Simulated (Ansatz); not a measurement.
Worked example: correlation energy of GaH, triplet

Geometry: that of the GaH⁻, doublet, kept fixed. The singlet lies 2.1 eV lower here.

```yaml
atoms:
  - { symbol: Ga, position_ang: [0.0000, 0.0000, 0.0000] }
  - { symbol: H, position_ang: [0.0000, 0.0000, 1.7244] }
```

Basis aug-cc-pVDZ; Ansatz 0.2.0. Correlated methods freeze the noble-gas cores and the filled d shells of p-block atoms, which leaves 4 electrons in 31 orbitals. R marks a restricted (for open shells ROHF) determinant. No spin–orbit coupling is included, and no scalar relativity.

Full CI is exact within this basis and frozen core; it isn't the basis-set limit.

Runs differ by some tens of microhartree through their thresholds and, for an open shell, their frozen cores, so steps under 0.03 kcal/mol mean nothing.

```csv
level,total energy (hartree)
RHF,-1923.707733
RMP2,-1923.747148
RCCSD,-1923.763811
RCCSD(T),-1923.765143
RCCSDT,-1923.765692
RCCSDT(Q),-1923.765709
full CI,-1923.765655
```

Q: What is the correlation energy at full CI, and what share of it do RMP2 and RCCSD(T) recover?

A: E(corr) = -1923.765655 − (-1923.707733) = -0.057922 hartree = -1.576 eV. RMP2: -0.039415 / -0.057922 = 68.05 %. RCCSD(T): -0.057410 / -0.057922 = 99.12 %.

Q: By how many kcal/mol does RCCSD(T) miss full CI (1 hartree = 627.509 kcal/mol), and which steps make up the rest?

A: -1923.765143 − (-1923.765655) = 0.000512 hartree = 0.32 kcal/mol. Steps: RCCSDT − RCCSD(T) = -0.34, RCCSDT(Q) − RCCSDT = -0.01, full CI − RCCSDT(Q) = 0.03 kcal/mol. That is within 1 kcal/mol of the reference in this basis, which itself misses far more of the correlation at the basis-set limit.
